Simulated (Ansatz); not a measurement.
# CH₂ClF (SMILES FCCl): single points off equilibrium

Aim: energy, forces and dipole at a structure displaced at random from a GFN2-xTB minimum, from CCSD(T) and from density functionals.

Method: single points in def2-TZVPP; program: Ansatz 0.2.0, Gaussian basis.

Correlated methods freeze the cores.

### 1 Starting geometry

SMILES `FCCl`, 5 atoms, charge 0, spin multiplicity 1.

Atoms are counted from 1 here; the program's logs count them from 0.

Bond lengths: F1–C2 1.350 Å, C2–Cl3 1.755 Å, C2–H4 1.143 Å, C2–H5 1.150 Å. Angles: F1–C2–Cl3 110.0°, F1–C2–H4 110.2°, F1–C2–H5 104.8°, Cl3–C2–H4 108.7°, Cl3–C2–H5 110.7°, H4–C2–H5 112.4°.

Coordinates:

```xyz
5

F    -0.94760    0.56720    0.72940
C     0.10460    0.05500    0.05720
Cl   -0.42850   -1.24500   -0.99370
H     0.87700   -0.36050    0.79010
H     0.51490    0.93360   -0.56060
```

### 2 CCSD(T)/def2-TZVPP

Contents of run/in.yaml:

```yaml
crystal:
  periodic: [false, false, false]
  atoms:
    - {symbol: F, position_ang: [-0.947600, 0.567200, 0.729400]}
    - {symbol: C, position_ang: [0.104600, 0.055000, 0.057200]}
    - {symbol: Cl, position_ang: [-0.428500, -1.245000, -0.993700]}
    - {symbol: H, position_ang: [0.877000, -0.360500, 0.790100]}
    - {symbol: H, position_ang: [0.514900, 0.933600, -0.560600]}
basis:
  gaussian: {orbitals: def2-TZVPP}
correlation: {method: ccsd_t}
output: {forces: true}
```

The command line of these runs was not kept.

### 3 PBE0-D4/def2-TZVPP

run/in.yaml: that of step 2 with these lines changed.

```diff
@@ -10,3 +10,3 @@
   gaussian: {orbitals: def2-TZVPP}
-correlation: {method: ccsd_t}
-output: {forces: true}
+hamiltonian: {xc: pbe0, dispersion: d4}
+output: {forces: true, orbitals: {seedname: orbitals}}
```

### 4 wB97M-V/def2-TZVPP

run/in.yaml: that of step 3 with these lines changed.

```diff
@@ -10,3 +10,3 @@
   gaussian: {orbitals: def2-TZVPP}
-hamiltonian: {xc: pbe0, dispersion: d4}
-output: {forces: true, orbitals: {seedname: orbitals}}
+hamiltonian: {xc: {name: wB97M-V}}
+output: {forces: true}
```

### 5 r2SCAN-D4/def2-TZVPP

run/in.yaml: that of step 4 with these lines changed.

```diff
@@ -10,3 +10,3 @@
   gaussian: {orbitals: def2-TZVPP}
-hamiltonian: {xc: {name: wB97M-V}}
+hamiltonian: {xc: r2scan, dispersion: d4}
 output: {forces: true}
```

### 6 PBE-D4/def2-TZVPP

run/in.yaml: that of step 5 with these lines changed.

```diff
@@ -10,3 +10,3 @@
   gaussian: {orbitals: def2-TZVPP}
-hamiltonian: {xc: r2scan, dispersion: d4}
+hamiltonian: {xc: pbe, dispersion: d4}
 output: {forces: true}
```

### 7 SPW92/def2-TZVPP

run/in.yaml: that of step 6 with these lines changed.

```diff
@@ -10,3 +10,3 @@
   gaussian: {orbitals: def2-TZVPP}
-hamiltonian: {xc: pbe, dispersion: d4}
+hamiltonian: {xc: lda}
 output: {forces: true}
```

### 8 BLYP-D4/def2-TZVPP

run/in.yaml: that of step 7 with these lines changed.

```diff
@@ -10,3 +10,3 @@
   gaussian: {orbitals: def2-TZVPP}
-hamiltonian: {xc: lda}
+hamiltonian: {xc: {name: BLYP}, dispersion: d4}
 output: {forces: true}
```

(Steps that only read results are left out.)

Before running it: what results should come out? Wanted: energy less free atoms, CCSD(T)/def2-TZVPP; RMS force component; RMS force error; HOMO and LUMO, PBE0-D4; T1 diagnostic.

**Answer**, as computed:

```
                                  quantity                                                                                         value
energy less free atoms, CCSD(T)/def2-TZVPP                                                                                -1622.1 kJ/mol
                       RMS force component                                                          0.604 to 0.945 eV/Å over the methods
                           RMS force error  PBE0-D4 0.139, wB97M-V 0.030, r2SCAN-D4 0.052, PBE-D4 0.196, SPW92 0.313, BLYP-D4 0.307 eV/Å
                    HOMO and LUMO, PBE0-D4                                                                             -8.79 and 0.66 eV
                             T1 diagnostic                                                                                         0.010
```

Against CCSD(T) the functionals' energies less atoms differ by -353.0 to -49.6 kJ/mol, PBE-D4 by -108.2 kJ/mol. CCSD(T) in triple zeta still lacks some correlation energy of the bonds, so part of these gaps is its own basis error and they don't rank the functionals. On forces the order runs from wB97M-V to SPW92. Frozen-core CCSD(T) forces in triple zeta carry basis errors of their own, and this is one geometry, so small gaps rank nothing.
